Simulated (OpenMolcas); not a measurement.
# BH3 (borane): levels of theory compared

Wanted: a comparison of 6 runs (UHF/3-21G, B2PLYP/3-21G, M06-2X/3-21G, PBE0/3-21G, UB3LYP/3-21G, ACPF/3-21G) of BH3 (borane). 

Program for the calculation: OpenMolcas 26.06.

## Step 1: The structure to begin with

BH3: 4 atoms, total charge 0, spin state singlet. SMILES: `B`. The B1–H3 distance was set to 2.089 Å, away from the relaxed value. At this shape a bond of the SMILES string is far longer than usual.

Bond lengths: B1–H2 1.193 Å, B1–H4 1.193 Å. Angles: H2–B1–H4 120.0°.

## Step 2: The energy at UHF/3-21G (run 1)

Contents of mol.input:

```
&gateway
  baslib = $CurrDir
  coord
  4
  angstrom
  B        0.231472       0.852412      -0.041174
  H        1.199772       1.249212       0.532726
  H       -0.276200      -1.171800       0.043000
  H       -0.446828       1.612412      -0.662974
  basis = 3-21G
  group = NoSym

&seward

&scf
  uhf
  thresholds = 1e-10 1e-07 1e-07 1e-05
  scramble = 0.25
  prorbitals = 1 1
```

The basis set 3-21G is read from a file made from the Basis Set Exchange's data (not shown).

Run with:

```
$ export MOLCAS_MEM=1860
$ pymolcas mol.input > mol.log
```

The log of the run:

```text
--- Start Module: gateway ---
[...]
--- Stop Module: gateway /rc=_RC_ALL_IS_WELL_ ---
--- Start Module: seward ---
[...]
      Basis functions           15
--- Stop Module: seward /rc=_RC_ALL_IS_WELL_ ---
--- Start Module: scf ---
[...]
       Convergence after  17 Iterations
[...]
::    Total SCF energy                                -26.1167218827
[...]
      Total spin, S                                    -0.0000000000
[...]
      Total electronic charge=    8.000000
      Total            charge=   -0.000000
[...]
      Dipole Moment (debye):
      Origin of the operator (angstrom)=    0.2158    0.7901   -0.0386
                   X=  3.3457E-01               Y=  1.3337E+00               Z= -5.5599E-02           Total=  1.3762E+00
      Quadrupole Moment (debye*angstrom):
[...]
--- Stop Module: scf /rc=_RC_ALL_IS_WELL_ ---
[...]
```

Run time: 1.8 s. Hardware: 1 thread of Arm Neoverse V1, shared host; peak memory 0.37 GiB.

## Step 3: A single-point energy at B2PLYP/3-21G (run 2)

Contents of mol.input:

```
* BH3 Kohn-Sham DFT

&GATEWAY
 BasLib=$CurrDir
 Coord
 4
 angstrom
 B        0.231472       0.852412      -0.041174
 H        1.199772       1.249212       0.532726
 H       -0.276200      -1.171800       0.043000
 H       -0.446828       1.612412      -0.662974
 Basis=3-21G
 Group=NoSym

&SEWARD
 GridInput
 Grid=UltraFine
 End of Grid

&SCF
 KSDFT=B2PLYP_SCF
 Thresholds=1e-10 1e-07 1e-07 1e-05
 PrOrbitals=1 1

&MBPT2
 Frozen=1
```

The basis set 3-21G is read from a file made from the Basis Set Exchange's data (not shown).

Run with:

```
$ export MOLCAS_MEM=1860
$ pymolcas mol.input > mol.log
```

The log of the run:

```text
--- Start Module: gateway ---
[...]
--- Stop Module: gateway /rc=_RC_ALL_IS_WELL_ ---
[...]
      Basis functions           15
[...]
--- Start Module: scf ---
[...]
       Convergence after  10 Iterations
[...]
::    Total KS-DFT energy                             -26.2664996215
[...]
      Total spin, S                                     0.0000000000
[...]
      Total electronic charge=    8.000000
      Total            charge=   -0.000000
[...]
      Dipole Moment (debye):
      Origin of the operator (angstrom)=    0.2158    0.7901   -0.0386
                   X=  2.9855E-01               Y=  1.1902E+00               Z= -4.9608E-02           Total=  1.2281E+00
      Quadrupole Moment (debye*angstrom):
[...]
--- Stop Module: scf /rc=_RC_ALL_IS_WELL_ ---
[...]
--- Start Module: mbpt2 ---
[...]
 ###    WARNING: MP2 implementation intended for RHF references only         ###
 ###############################################################################
MBPT2 WARNING: Reference function according to RunFile:KS-DFT
I'll assume you know what you're doing and continue
WARNING!
Default frozen orbitals as non valence orbitals is overwritten by user input.
Default values:   1
[...]
       Reference weight ( Cref**2 )         =        0.93178
::    Total MBPT2 energy                              -26.3538408834
[...]
      Total MBPT2 calculations                           0.03      0.04
--- Stop Module: mbpt2 /rc=_RC_ALL_IS_WELL_ ---
[...]
```

It took 3.6 s on 1 thread of Arm Neoverse V1, shared host; peak memory 0.37 GiB.

Runs 3 to 4 aren't shown in full; the table further down has their settings and results.

## Step 4: The energy at UB3LYP/3-21G (run 5)

Contents of mol.inp:

```
* BH3 Kohn-Sham DFT

&GATEWAY
  BASLIB
  $CurrDir
  COORD
  4
  angstrom
  B        0.231472       0.852412      -0.041174
  H        1.199772       1.249212       0.532726
  H       -0.276200      -1.171800       0.043000
  H       -0.446828       1.612412      -0.662974
  BASIS
  3-21G
  GROUP
  NoSym

&SEWARD
  GRIDINPUT
  Grid=UltraFine
  End of Grid

&SCF
  UHF
  KSDFT
  B3LYP
  THRESHOLDS
  1e-10 1e-07 1e-07 1e-05
  SCRAMBLE
  0.25
  PRORBITALS
  1 1
```

The basis set 3-21G is read from a file made from the Basis Set Exchange's data (not shown).

Run with:

```
$ export MOLCAS_MEM=1860
$ pymolcas mol.inp > mol.log
```

The log of the run:

```text
--- Start Module: gateway ---
[...]
--- Stop Module: gateway /rc=_RC_ALL_IS_WELL_ ---
--- Start Module: seward ---
[...]
      Basis functions           15
--- Stop Module: seward /rc=_RC_ALL_IS_WELL_ ---
--- Start Module: scf ---
[...]
       Convergence after  16 Iterations
[...]
::    Total KS-DFT energy                             -26.3535176654
[...]
      Total spin, S                                    -0.0000000000
[...]
      Total electronic charge=    8.000000
      Total            charge=   -0.000000
[...]
      Dipole Moment (debye):
      Origin of the operator (angstrom)=    0.2158    0.7901   -0.0386
                   X=  2.8083E-01               Y=  1.1196E+00               Z= -4.6655E-02           Total=  1.1553E+00
      Quadrupole Moment (debye*angstrom):
[...]
--- Stop Module: scf /rc=_RC_ALL_IS_WELL_ ---
[...]
```

Run time: 6.9 s. Hardware: 1 thread of Arm Neoverse V1, shared host; peak memory 0.37 GiB.

## Step 5: A single-point energy at ACPF/3-21G (run 6)

Contents of mol.input:

```
&gateway
baslib
$CurrDir
coord
4
angstrom
B        0.231472       0.852412      -0.041174
H        1.199772       1.249212       0.532726
H       -0.276200      -1.171800       0.043000
H       -0.446828       1.612412      -0.662974
basis
3-21G
group
NoSym
&seward
&scf
thresholds
1e-10 1e-07 1e-07 1e-05
prorbitals
1 1
&motra
frozen
1
&guga
electrons
6
spin
1
inactive
3
active
0
ciall
1
&cpf
acpf
```

The basis set 3-21G is read from a file made from the Basis Set Exchange's data (not shown).

Run with:

```
$ export MOLCAS_MEM=1860
$ pymolcas mol.input > mol.log
```

The log of the run:

```text
--- Start Module: gateway ---
[...]
--- Stop Module: gateway /rc=_RC_ALL_IS_WELL_ ---
[...]
      Basis functions           15
[...]
       Convergence after   9 Iterations
[...]
::    Total SCF energy                                -26.1167218827
[...]
      Total spin, S                                     0.0000000000
[...]
      *** WARNING: Default frozen orbitals is overwritten by user input.
      *** Default values:   1
[...]
--- Start Module: guga ---
[...]
--- Stop Module: guga /rc=_RC_ALL_IS_WELL_ ---
--- Start Module: cpf ---
[...]
      Active orbitals                            0       0
[...]
      Spin quantum number                      0.0
[...]
     FINAL ACPF ENERGY         -26.21390482
     FINAL CORRELATION ENERGY   -0.09718294  REFERENCE ENERGY     -26.11672188
[...]
      Title:  ACPF natural orbitals
[...]
      Total electronic charge=    8.000000
      Total            charge=    0.000000
[...]
      Dipole Moment (debye):
      Origin of the operator (angstrom)=    0.2158    0.7901   -0.0386
                   X=  1.7657E-01               Y=  7.0395E-01               Z= -2.9358E-02           Total=  7.2635E-01
      Quadrupole Moment (debye*angstrom):
[...]
--- Stop Module: cpf /rc=_RC_ALL_IS_WELL_ ---
[...]
```

It took 1.8 s on 1 thread of Arm Neoverse V1, shared host; peak memory 0.37 GiB.

## Step 6: Overview of the runs

```
run         level  scramble  frozen core orbitals  energy (Eh)  dipole moment (D) of the reference  HOMO energy (eV)  LUMO energy (eV)  wall time
  1     UHF/3-21G      0.25                     –   -26.116722                                1.38             -9.96              1.60      1.8 s
  2  B2PLYP/3-21G         –                     1   -26.290082                                1.23             -8.41             -0.74      3.6 s
  3  M06-2X/3-21G         –                     –   -26.319606                                1.12             -8.40             -1.14      4.2 s
  4    PBE0/3-21G         –                     –   -26.296629                                1.12             -7.53             -2.25      3.3 s
  5  UB3LYP/3-21G      0.25                     –   -26.353518                                1.16             -7.30             -2.45      6.9 s
  6    ACPF/3-21G         –                     1   -26.213905                                1.38             -9.96              1.60      1.8 s
```

## Step 7: Outcome

| quantity | value |
| --- | --- |
| run 6: total energy | -26.21390 Eh |
| run 6: dipole moment (mean-field density) | 1.38 D |
| run 6: HOMO energy (Hartree–Fock orbitals) | -9.96 eV |
| run 6: LUMO energy (Hartree–Fock orbitals) | 1.60 eV |
| run 6: HOMO–LUMO gap (Hartree–Fock orbitals) | 11.56 eV |
| run 6: correlation energy (1 core orbital frozen) | -97.2 mEh |

**Reading.** Over runs 1, 2, 3, 4, 5 the dipole moment (its size) runs from 1.12 D (PBE0/3-21G) to 1.38 D (UHF/3-21G). Over runs 1, 2, 3, 4, 5 the HOMO–LUMO gap runs from 4.86 eV (UB3LYP/3-21G) to 11.56 eV (UHF/3-21G). Exact exchange widens orbital gaps. For B2PLYP the log adds the whole second-order term; the table takes 0.27 of it, as the functional is defined. Totals of different functionals can't be ranked against each other. All runs together took 22 s, the longest 6.9 s.
